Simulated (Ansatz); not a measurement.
How far each method lies from full CI for SnH, doublet

Geometry: that of the SnH⁻, triplet, kept fixed.

```xyz
2

Sn    0.0000    0.0000    0.0000
H     0.0000    0.0000    1.8112
```

Basis def2-SVPD with its core potentials; Ansatz 0.2.0. Only valence electrons are correlated (noble-gas cores and the filled d shells of p-block atoms frozen), which leaves 5 electrons in 31 orbitals. R marks a restricted (for open shells ROHF) determinant, U an unrestricted one. Active spaces: valence = (5e, 5o) chosen from the atoms' valence shells. No spin–orbit coupling is included; scalar relativity enters through the core potentials alone.

Full CI is exact within this basis and frozen core; it isn't the basis-set limit. The frozen core follows each run's orbitals, which can shift R against U totals by a few meV for light atoms and by up to 0.1 eV past Ca.

For open shells CISD and CISDTQ are restricted-active-space CI with the open shells as a complete middle space.

```
UHF ⟨S²⟩                          : 0.764
T1 diagnostic (RCCSD)             : 0.0211
largest doubles amplitude (RCCSD) : 0.062
```

```tsv
level	E − E(RHF) (eV)
RMP2	-1.6345
RCCSD	-2.1859
RCCSD(T)	-2.2294
```

Q: Estimate how far full CI in def2-SVPD lies from RCCSD(T). The table doesn't fix it; the size of (T) and the diagnostics are the guide.

A: Full CI in def2-SVPD lies 0.52 mEh below RCCSD(T), which is 33 % of the (T) step (-1.60 mEh). The diagnostics give no warning, yet the rest is a sizeable part of (T).

The other levels:

| level | E − E(full CI) (mEh) | share of correlation (%) | wall time |
| --- | --- | --- | --- |
| CISD | 4.36 | 94.71 | 0.72 s |
| BCCD(T) | 0.53 | 99.36 | 0.87 s |
| RCCSDT | 0.03 | 99.96 | – |
| CISDTQ | 0.04 | 99.95 | 3.9 s |
| RCCSDT(Q) | -0.01 | 100.01 | 3.1 s |
| CASSCF (valence space) | 51.42 | 37.63 | – |
| NEVPT2 (valence space) | 15.44 | 81.28 | 0.87 s |
| MRCISD (valence space) | 1.86 | 97.75 | – |
| MRCISD+Q (valence space) | -0.31 | 100.38 | 1.1 s |
| MRCISD+Q(relaxed) (valence space) | -0.92 | 101.11 | 1.1 s |

The correlation energy at full CI, counted from RHF, is -2.244 eV. That run took 6.5 s on 1 thread of Arm Neoverse V2, shared host over 522,431 determinants.

Run but not shown, since their state, orbitals or frozen core can't be matched to the reference's or they repeat it: UHF, UMP2, UCCSD, UCCSD(T), UCCSDT, UCCSDT(Q).

Times hold each run's SCF and search for its determinant on a shared host, so for small cases they say little of a method's own cost; they ran on 1 thread of Arm Neoverse V2. Some runs computed forces too.

Not variational, and here over 5 meV under the exact energy: MRCISD+Q (valence space), MRCISD+Q(relaxed) (valence space).

The full-CI state has the irrep B1 of C2v, in the program's axes (one component, if the state is degenerate).

Natural occupations of full CI about the gap: 1.948 1.911 0.986 0.046 0.045 0.012 0.010 0.008 0.008 0.007; effectively unpaired electrons, Σ n²(2−n)², 1.06.
